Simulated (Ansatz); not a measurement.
# How far each method lies from UCCSDT(Q) for GeCO⁺, doublet

Geometry: that of the GeCO, singlet, kept fixed.

```xyz
3

Ge    0.0000    0.0000    1.6654
C     0.0000    0.0000   -0.2562
O     0.0000    0.0000   -1.4091
```

Basis cc-pVDZ; Ansatz 0.2.0. Correlated methods freeze the noble-gas cores and the filled d shells of p-block atoms, which leaves 13 electrons in 39 orbitals. R marks a restricted (for open shells ROHF) determinant, U an unrestricted one. Active spaces: valence = (11e, 11o, short of the full valence) chosen from the atoms' valence shells. No spin–orbit coupling is included, and no scalar relativity.

Full CI isn't at hand for all of this; UCCSDT(Q) serves as the reference, and is uncertain by the last step of the cluster series or more. The frozen core follows each run's orbitals, which can shift R against U totals by a few meV for light atoms and by up to 0.1 eV past Ca.

* UHF ⟨S²⟩: 0.780
* T1 diagnostic (RCCSD): 0.0240
* largest doubles amplitude (RCCSD): 0.080
* T1 diagnostic (UCCSD): 0.0241

Problem. From what is known of these methods and the diagnostics, rank them by the size of their error in total energy against UCCSDT(Q) in cc-pVDZ, smallest first (an estimate: the text doesn't fix the numbers).
A. UHF
B. UCCSD
C. UMP2
D. UCCSDT
E. UCCSD(T)

Solution. D (47 meV), E (73 meV), B (482 meV), C (916 meV), A (10400 meV).

All errors are against UCCSDT(Q) in cc-pVDZ. Within each family the higher level lies nearer, as is usual though not guaranteed.

Natural occupations of CASSCF (valence space) about the gap: 1.977 1.947 1.937 1.936 1.002 0.069 0.055 0.049 0.026 0.019; effectively unpaired electrons, Σ n²(2−n)², 1.09.
